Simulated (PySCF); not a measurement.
# 1,4-dihydroquinoxaline radical cation: computed EPR parameters against published values

What was measured: a(1H H13/H18) -7.17 G [1]; a(1H H11/H12) -3.99 G [1]; a(14N N3/N10) 6.65 G [1]. Sources and the comparison follow the method.

Species: 1,4-dihydroquinoxaline radical cation, C₈H₈N₂ (charge +1 and doublet state).
Structure used (PBE0-D3(BJ)/def2-SVP), in Å, numbered top down from 1:
```
atom  x, y, z in Å
C1     2.267    1.040   -0.040
C2     2.474   -0.308    0.054
N3     1.413   -1.153    0.096
C4     0.108   -0.698    0.047
C5    -0.984   -1.569    0.091
C6    -2.272   -1.057    0.039
C7    -2.484    0.326   -0.058
C8    -1.410    1.202   -0.102
C9    -0.108    0.700   -0.050
N10    1.000    1.526   -0.090
H11    3.091    1.751   -0.076
H12    3.474   -0.738    0.098
H13    1.574   -2.153    0.167
H14   -0.815   -2.646    0.166
H15   -3.124   -1.737    0.073
H16   -3.502    0.718   -0.099
H17   -1.573    2.280   -0.178
H18    0.854    2.529   -0.160
```

The hyperfine couplings belong to this conformer and change with its torsions.

Identity: `C1=CNc2ccccc2N1` (1,4-dihydroquinoxaline radical cation) [SMILES of the parent framework; charge +1 and doublet state].

Computed with UKS B3LYP, IGLO-III on C N, pcH-1 on H, non-relativistic, mean-field spin-orbit, GIAO (PySCF). No stability test was run, so a lower SCF solution isn't excluded. No frequencies were computed at this geometry's level, so the symmetric structure isn't shown to be a minimum.

| nucleus | computed a_iso (MHz) | published | in MHz | difference of magnitudes (MHz) | source |
| --- | --- | --- | --- | --- | --- |
| 1H H13/H18 | -25.4 | -7.17 G | -20.1 | +5.3 | [1] |
| 1H H11/H12 | -11.0 | -3.99 G | -11.2 | -0.2 | [1] |
| 14N N3/N10 | 13.3 | 6.65 G | 18.6 | -5.3 | [1] |

Values published in field units are turned into MHz with the computed g_iso.

Sources: [1] measured, solution or matrix (EPR); Pople, Beveridge, Approximate Molecular Orbital Theory, McGraw-Hill 1970 (compilation of measured values).

In relative terms the largest miss is 14N N3/N10, by 28 %. The measured numbers hold vibrational averaging and, outside the gas phase, effects of the matrix or solvent; the computed ones belong to one rigid, isolated geometry and carry the errors of functional and basis. An EPR spectrum gives magnitudes, so published signs often rest on theory.

Largest spin populations (Mulliken): N3 (+0.29), N10 (+0.29), C2 (+0.13) and C1 (+0.13).

The unrestricted determinant has ⟨S²⟩ = 0.7558 (exact 0.7500), so spin contamination is small.
